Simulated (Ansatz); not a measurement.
# C4H7N: the cost of one run

Program: Ansatz 0.2.0. Level of theory: RKS r2SCAN-D4/STO-3G. These are calculated values, not measurements.

## 1. The structure to begin with

Bond lengths: C1–C2 1.274 Å, C2–C3 1.458 Å, C3–C4 1.579 Å, C3–N5 1.293 Å, C1–H6 1.113 Å, C1–H7 1.126 Å, C2–H8 1.057 Å, C4–H9 1.100 Å, C4–H10 1.028 Å, C4–H11 1.131 Å, N5–H12 1.024 Å. Angles (14 of 16 angles, heavy atoms first): C1–C2–C3 119.7°, C2–C3–C4 119.9°, C2–C3–N5 125.7°, C4–C3–N5 114.3°, C1–C2–H8 124.1°, C3–C2–H8 116.1°, C2–C1–H6 123.9°, C2–C1–H7 123.6°, C3–C4–H9 107.2°, C3–C4–H10 109.2°, C3–C4–H11 104.5°, C3–N5–H12 110.3°, H6–C1–H7 112.5°, H9–C4–H10 115.2°.

Coordinates:

```xyz
12

C    -1.8204    0.3324   -0.4831
C    -0.9249   -0.2879    0.1773
C     0.4436    0.2154    0.1876
C     1.6534   -0.7890    0.0432
N     0.7926    1.4480    0.3596
H    -2.8866    0.0167   -0.5297
H    -1.6312    1.2948   -1.0362
H    -1.0874   -1.2019    0.6822
H     2.1449   -0.8496    1.0251
H     2.2570   -0.4810   -0.7296
H     1.1694   -1.7863   -0.1797
H    -0.0333    2.0331    0.5174
```

## 2. End point A

input.yaml

```yaml
crystal:
  periodic: [false, false, false]
  atoms:
    - { symbol: C, position_ang: [-1.8204, 0.3324, -0.4831] }
    - { symbol: C, position_ang: [-0.9249, -0.2879, 0.1773] }
    - { symbol: C, position_ang: [0.4436, 0.2154, 0.1876] }
    - { symbol: C, position_ang: [1.6534, -0.789, 0.0432] }
    - { symbol: "N", position_ang: [0.7926, 1.448, 0.3596] }
    - { symbol: H, position_ang: [-2.8866, 0.0167, -0.5297] }
    - { symbol: H, position_ang: [-1.6312, 1.2948, -1.0362] }
    - { symbol: H, position_ang: [-1.0874, -1.2019, 0.6822] }
    - { symbol: H, position_ang: [2.1449, -0.8496, 1.0251] }
    - { symbol: H, position_ang: [2.257, -0.481, -0.7296] }
    - { symbol: H, position_ang: [1.1694, -1.7863, -0.1797] }
    - { symbol: H, position_ang: [-0.0333, 2.0331, 0.5174] }
basis:
  gaussian: { orbitals: STO-3G }
hamiltonian:
  xc: r2scan
  dispersion: d4
relax:
  f_tol: 0.015
  max_steps: 40
output:
  orbitals: {}
```

Run with:

```bash
> ansatz run input.yaml --threads 1 --pin off --max-ram 2048MiB --backend cpu --events-out ev --progress --plain --runs-dir out
```

What time and memory should one allow on 1 thread of Arm Neoverse V2, shared host?

About 63 s, with a peak of 0.12 GiB.
